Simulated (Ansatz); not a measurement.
C2H3ClF2, SMILES FC(F)CCl, a ladder of methods at one geometry

With the Ansatz DFT code, driven from Python.

Run as a notebook:

In [1]:
```python
from pathlib import Path

import ansatz as az
from ase import Atoms
import numpy as np
```

In [2]:
```python
SETTINGS = {
    'basis_set': 'cc-pVDZ',
}
```

In [3]:
```python
atoms = Atoms(['F', 'C', 'F', 'C', 'Cl', 'H', 'H', 'H'], positions=[
    [1.2197, -1.1177, 0.5503],
    [0.7411, -0.0834, -0.1863],
    [1.4971, 0.9984, 0.1412],
    [-0.7029, 0.1944, 0.1733],
    [-1.7858, -1.0827, -0.4347],
    [0.8882, -0.2998, -1.2482],
    [-0.826, 0.245, 1.2589],
    [-1.0315, 1.1458, -0.2545],
])
geometry = az.Crystal.molecule_from_ase(atoms)
```

In [4]:
```python
setup = geometry.calculation()
setup = setup.basis(gaussian=SETTINGS['basis_set'])
```

In [5]:
```python
print('functional    E (Ha)        dipole (D)   HOMO (eV)  LUMO (eV)')
for name in ['hf', 'b3lyp', 'pbe0', 'lda', 'cam_b3lyp']:
    summary = setup.functional(name).forces().orbitals().run(runs_dir='runs').report
    lines = Path(summary['orbitals_path']).read_text().splitlines()
    field_of = lambda key: [line.split('=')[1].strip() for line in lines if line.startswith(key)]
    orbitals = [(27.211386 * float(e), s, float(n)) for e, s, n in zip(field_of('Ene='), field_of('Spin='), field_of('Occup='))]
    homo = max(e for e, _, n in orbitals if n > 0.5)
    lumo = min(e for e, _, n in orbitals if n < 0.5)
    dipole = 4.803205 * np.linalg.norm(summary['charge_distribution']['dipole_moment_e_ang'])
    print(f'{name:10s} {summary["free_energy_ev"] / 27.211386246:14.6f} {dipole:9.3f} {homo:11.3f} {lumo:10.3f}')
```
```text
functional    E (Ha)        dipole (D)   HOMO (eV)  LUMO (eV)
hf            -735.876301     1.681     -12.355      4.575
b3lyp         -737.927511     1.382      -8.487      0.343
pbe0          -737.486333     1.413      -8.817      0.576
lda           -734.424260     1.318      -7.355     -0.739
cam_b3lyp     -737.837307     1.420     -10.186      1.829
```

What to keep in mind:
- Total energies depend on the basis set; only differences at equal settings carry meaning.
- The geometry is a force-field or estimated start, not a minimum of this method, and the basis set is short of its limit. A lower total doesn't mark the better method: functionals have no common bound, and MP2 and coupled cluster aren't variational.
- b3lyp holds the VWN-RPA fit, as in Gaussian; the form of ORCA and Turbomole is b3lyp5.
- Levels such as HOMO and LUMO are orbital energies: with these approximate functionals they aren't the ionisation energy and electron affinity, and their gap isn't the fundamental gap.
- For Al to Cl the sets with a tight d function, cc-pV(X+d)Z, are usual.
- Timing: 13 s on 1 thread of Arm Neoverse V2 (shared host), peak memory 0.26 GiB.
